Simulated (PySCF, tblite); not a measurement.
# CH₄OSi, a cluster model of a defect: NMR shifts, core binding energies and electronic excitations

What NMR shifts, core binding energies and electronic excitations should one expect for `CO[SiH]`? It is drawn as: twofold Si.

Programs: tblite 0.8.0 and PySCF 2.14.0. All values are calculated, for the isolated system unless a continuum is named. Atoms count from 0, parts from 1.

## (1) Starting point

7 atoms, charge 0, multiplicity 1; geometry: distance geometry start.

## (2) Relaxing the cluster with GFN2-xTB

Job settings and geometry (Å):

```
{"job": {"kind": "relax", "xc": "GFN2-xTB", "basis": "xTB"}, "charge": 0, "multiplicity": 1}
Si    -1.184997    -0.235595     0.654736
O      0.384941    -0.524908    -0.153942
C      1.042430     0.390020    -0.965982
H     -2.416281     0.212001     1.172037
H      2.018550     0.066952    -1.121849
H      0.540450     0.419317    -1.891551
H      1.042937     1.325449    -0.546772
```

Method: GFN2-xTB geometry optimisation, gas phase.

On the command line:

```console
OMP_NUM_THREADS=1 python cluster_run.py task.json out
```

The driver reads the jobs from task.json and runs them one after another.

**Question.** The jobs that follow are: PBE0-D3(BJ)/def2-SVP geometry optimisation, gas phase; GIAO PBE0/pcSseg-2 NMR shielding, non-relativistic, gas phase; delta-SCF UKS SCAN, pcX-2 on the ionised atom, pcseg-1 elsewhere, spin-free X2C; TDDFT CAM-B3LYP/def2-SVPD, vertical, gas phase, core orbitals frozen in the response. Predict: point group; rotational constants (main isotopes); 13C shifts against TMS (PBE0/pcSseg-2); 1H shifts against TMS (PBE0/pcSseg-2, means over atoms taken as alike); 29Si shifts against TMS (PBE0/pcSseg-2); 17O shifts against H2O (PBE0/pcSseg-2); Si2p binding energies, SCAN/pcX-2; O1s binding energies, SCAN/pcX-2; C1s binding energies, SCAN/pcX-2; lowest singlet (CAM-B3LYP/def2-SVPD); brightest single state of those computed; lowest triplet; vertical ionisation energy (ΔSCF); vertical electron affinity (ΔSCF).

As calculated:

| quantity | value |
| --- | --- |
| point group | Cs |
| rotational constants (main isotopes) | 49.75, 5.84, 5.41 GHz |
| 13C shifts against TMS (PBE0/pcSseg-2) | 72.0 ppm |
| 1H shifts against TMS (PBE0/pcSseg-2, means over atoms taken as alike) | 8.54, 4.68, 4.17 ppm |
| 29Si shifts against TMS (PBE0/pcSseg-2) | 375.0 ppm |
| 17O shifts against H2O (PBE0/pcSseg-2) | 261.7 ppm |
| Si2p binding energies, SCAN/pcX-2 | Si0 107.81 eV |
| O1s binding energies, SCAN/pcX-2 | O1 538.49 eV |
| C1s binding energies, SCAN/pcX-2 | C2 292.52 eV |
| lowest singlet (CAM-B3LYP/def2-SVPD) | 3.25 eV (381 nm), f = 0.021 |
| brightest single state of those computed | state 4, 6.52 eV, f = 0.157 |
| lowest triplet | 1.98 eV |
| vertical ionisation energy (ΔSCF) | 9.04 eV |
| vertical electron affinity (ΔSCF) | 0.05 eV |

In words: Over 4 steps the energy fell by 0.079 eV; of the close pairs, Si0–O1 changed most, 1.607 to 1.660 Å (PBE0/def2-SVP). No frequency check was run at this level, so the end point may be a saddle. At PBE0/pcSseg-2: Shielding is most anisotropic at Si0 (span 971 ppm, paramagnetic term -909 ppm). The lowest singlet, at 3.25 eV, is HOMO→LUMO 0.98 and is weak; of the 6 states computed, the strongest absorption comes from state 4 at 6.52 eV (the last state computed is bright too, and its partners may lie past the list). The lowest triplet lies 1.28 eV below the lowest singlet (triplets in Tamm-Dancoff, singlets in full TDDFT). ΔSCF puts the ionisation energy at 9.04 eV, 1.14 eV above −ε(HOMO).
